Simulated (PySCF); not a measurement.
# Complex of 2 × water

The system is a cluster of 2 × water, neutral, singlet.

Parts: 1 = water (O), atoms 1–3; 2 = water (O), atoms 4–6.

```xyz
6

O    -0.069   -0.109    0.274
H    -0.597   -0.419   -0.467
H     0.587    0.479   -0.111
O    -1.464    1.776    1.959
H    -1.575    1.442    2.851
H    -1.048    1.053    1.466
```
(Å; atoms numbered from 1)

In these coordinates O1···H6 is 1.931 Å. Part 2 is then moved rigidly along that line, all else held; at short range other atoms may come into contact.

The starting structure comes from a short search with a few starts; no frequency run checks that it is a minimum, and another way of binding may lie lower.

Method: CCSD(T)/aug-cc-pVDZ and MP2/aug-cc-pVTZ, aug-cc-pVQZ counterpoise interaction energy, frozen core, gas phase (PySCF 2.14.0). The geometry comes from PBE0-D3(BJ)/def2-TZVPD.

Counterpoise energies in eV, cluster less the parts frozen as they stand in it; small is aug-cc-pVDZ, large aug-cc-pVQZ. Estimated limit: HF in aug-cc-pVQZ, MP2 correlation extrapolated as X⁻³ from aug-cc-pVTZ and aug-cc-pVQZ, and CCSD(T) less MP2 in aug-cc-pVDZ; it isn't the exact limit.

(1) How do the values run over the points 1.738, 1.834, 1.931, 2.028, 2.124, 2.414, 2.897, 3.862?

## Answers

(1) 
| O1···H6 (Å) | HF large | MP2 large | SCS-MP2 large | CCSD(T) small | CCSD(T) limit est. |
| --- | --- | --- | --- | --- | --- |
| 1.738 | -0.090 | -0.177 | -0.146 | -0.134 | -0.178 |
| 1.834 | -0.131 | -0.203 | -0.177 | -0.170 | -0.205 |
| 1.931 | -0.153 | -0.212 | -0.190 | -0.187 | -0.214 |
| 2.028 | -0.162 | -0.210 | -0.192 | -0.192 | -0.213 |
| 2.124 | -0.163 | -0.202 | -0.187 | -0.188 | -0.204 |
| 2.414 | -0.142 | -0.163 | -0.154 | -0.157 | -0.164 |
| 2.897 | -0.095 | -0.102 | -0.098 | -0.100 | -0.102 |
| 3.862 | -0.042 | -0.042 | -0.041 | -0.041 | -0.042 |

The 8 runs took 4.4 min in all, one thread each of Arm Neoverse V1 on a shared host, launched as `OMP_NUM_THREADS=1 python cluster_run.py task.json out`.
